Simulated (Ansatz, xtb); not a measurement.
# Relative energy of two isomers of C4H6FN

Structure I: `CC[C@H](F)C#N`, a singlet. Structure II: `[H]/N=C\C(F)=C/C`, a singlet. Both are isolated molecules in the gas phase, relaxed with r2SCAN-D4/def2-SVP; the shapes shown needn't be the lowest conformers.

I (Å):

```xyz
12

C    -1.7500   -1.2905    0.2733
C    -2.1458   -1.1494   -1.1899
C    -0.9770   -0.7646   -2.0893
C    -0.3980    0.5402   -1.7233
F     0.0133   -1.7279   -2.0040
N     0.0406    1.5738   -1.4249
H    -0.9480   -2.0346    0.3866
H    -2.6082   -1.6169    0.8785
H    -1.3892   -0.3343    0.6846
H    -2.9384   -0.3925   -1.3204
H    -2.5440   -2.1000   -1.5832
H    -1.3005   -0.7070   -3.1451
```

II (Å):

```xyz
12

C    -1.9533   -0.6148    0.6497
C    -1.0890    0.5978    0.7233
C     0.2053    0.6913    0.3672
C     1.0800   -0.3517   -0.1729
F     0.8300    1.8816    0.5052
N     2.3073   -0.2039   -0.4955
H    -2.8318   -0.4250    0.0094
H    -1.4335   -1.4984    0.2572
H    -2.3489   -0.8687    1.6480
H    -1.5435    1.5198    1.1067
H     0.6192   -1.3438   -0.3048
H     2.5853    0.7712   -0.3141
```

Quicker runs give these differences E(II) − E(I): GFN2-xTB +8.8 kcal/mol; HF/STO-3G +40.1 kcal/mol (at GFN2-xTB geometries); r2SCAN-D4/def2-SVP//GFN2-xTB +8.6 kcal/mol.

Task: Estimate E(II) − E(I) at the level CCSD(T)/def2-SVP + ΔMP2/def2-TZVPP.

Result: Calculated at CCSD(T)/def2-SVP + ΔMP2/def2-TZVPP: E(II) − E(I) = +14.8 kcal/mol, so structure I lies lower.

The same difference at several levels:

| level | geometry | E(II) − E(I) (kcal/mol) | departure from the last row (kcal/mol) | job, with rough time for the two |
| --- | --- | --- | --- | --- |
| GFN2-xTB | GFN2-xTB | +8.8 | −6.0 | optimisation, 0.13 s |
| HF/STO-3G | GFN2-xTB | +40.1 | +25.3 | single point, 0.38 s |
| r2SCAN-D4/def2-SVP//GFN2-xTB | GFN2-xTB | +8.6 | −6.2 | single point, 2.8 s |
| r2SCAN-D4/def2-SVP | r2SCAN-D4/def2-SVP | +8.4 | −6.5 | optimisation, 26 s |
| HF/def2-SVP | r2SCAN-D4/def2-SVP | +17.6 | +2.8 | part of the CCSD(T) run |
| MP2/def2-SVP | r2SCAN-D4/def2-SVP | +20.7 | +5.9 | part of the CCSD(T) run |
| CCSD(T)/def2-SVP | r2SCAN-D4/def2-SVP | +16.8 | +2.0 | single point |
| CCSD(T)/def2-SVP + ΔMP2/def2-TZVPP | r2SCAN-D4/def2-SVP | +14.8 |  | single point, 33 s |

As drawn, II has 1 N–H, 1 C=N, 1 C=C in place of 1 C–C, 1 C≡N, 1 C–H.

The levels shown agree on the order. The largest departure from CCSD(T)/def2-SVP + ΔMP2/def2-TZVPP is that of HF/STO-3G, 25.3 kcal/mol. The last row adds to CCSD(T) the change of the MP2 difference between the two basis sets, here −2.0 kcal/mol.

With thermal terms from frequencies at re-optimised GFN2-xTB minima (ideal gas, soft modes damped towards free rotors, one conformer each, 298.15 K, 1 atm): the zero-point term adds −0.8 kcal/mol; ΔH is +14.1 and ΔG +13.8 kcal/mol.

The correlated steps freeze 6 core orbitals. Mirror images aren't counted in ΔG. Programs: Ansatz 0.2.0, xtb 6.7.1; the last row on 2 threads of Intel(R) Xeon(R) Platinum 8375C CPU @ 2.90GHz (Ice Lake) on a shared host.
